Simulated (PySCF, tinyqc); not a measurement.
Inside a calculation. Method: FCI on RHF in the sto-3g basis, frozen core, for HF, spin multiplicity 1. The lowest restricted solution is unstable here: a spin-polarised one lies 0.0398 hartree lower (PySCF). One step of it, computed by the program tinyqc.

Task: FCI: roots. Diagonalise (each vector has its largest component positive (the first on a tie)); all determinants have Ms = 0, so triplets appear too. The lowest singlet root is the correlation energy.

Occupation strings over the orbitals (2 doubly, a alpha, b beta, 0 empty; spin orbitals ordered 1a 1b 2a 2b ...): 222220 2222ab 2a222b 2222ba 2b222a 222202 2a22b2 222022 220222 2b22a2 202222

H - E(HF) between determinants (hartree), lower triangle:
```
           222220     2222ab     2a222b     2222ba     2b222a     222202     2a22b2     222022
222220   0.000000
2222ab   0.000000   0.312002
2a222b   0.000000  -0.008839   1.132766
2222ba   0.000000  -0.256306  -0.025942   0.312002
2b222a   0.000000  -0.025942  -0.091354  -0.008839   1.132766
222202   0.256306   0.052346  -0.065678  -0.052346   0.065678   0.656621
2a22b2  -0.025942   0.065678  -0.236114  -0.025839   0.086210   0.049445   1.505895
222022   0.027986   0.024425   0.021304  -0.024425  -0.021304   0.031603   0.020598   0.723520
220222   0.027986   0.024425   0.021304  -0.024425  -0.021304   0.031603   0.020598   0.053770
2b22a2   0.025942  -0.025839   0.086210   0.065678  -0.236114  -0.049445  -0.122070  -0.020598
202222   0.091354   0.086210   0.018662  -0.086210  -0.018662   0.122070   0.087439   0.191985

           220222     2b22a2    202222
220222   0.723520
2b22a2  -0.020598   1.505895
202222   0.191985  -0.087439  2.559363
```

Give: lowest roots of this matrix, relative to E(HF); lowest vectors; <S^2> of these roots; weight of the ground state by excitation level 0, 1, 2, ....

Result:

lowest roots of this matrix, relative to E(HF) (hartree): -0.0927  0.0536  0.5310  0.6698  0.6897  0.7801  0.9854  1.0599

lowest vectors:
```
         root 1   root 2   root 3   root 4
222220   0.9433   0.0000  -0.1311   0.0000
2222ab   0.0267   0.7065   0.6668   0.0000
2a222b  -0.0106   0.0220  -0.0680   0.0000
2222ba  -0.0267   0.7065  -0.6668   0.0000
2b222a   0.0106   0.0220   0.0680   0.0000
222202  -0.3268   0.0000  -0.2677   0.0000
2a22b2   0.0215  -0.0187  -0.0634   0.0000
222022  -0.0165   0.0000  -0.0456   0.7071
220222  -0.0165   0.0000  -0.0456  -0.7071
2b22a2  -0.0215  -0.0187   0.0634   0.0000
202222  -0.0181   0.0000  -0.0193   0.0000
```

<S^2> of these roots: 0.0000  2.0000  0.0000  0.0000  0.0000  0.0000  2.0000  0.0000

weight of the ground state by excitation level 0, 1, 2, ...: 0.8898  0.0017  0.1086

The reference has a weight of only 0.89: one determinant is a poor start here.
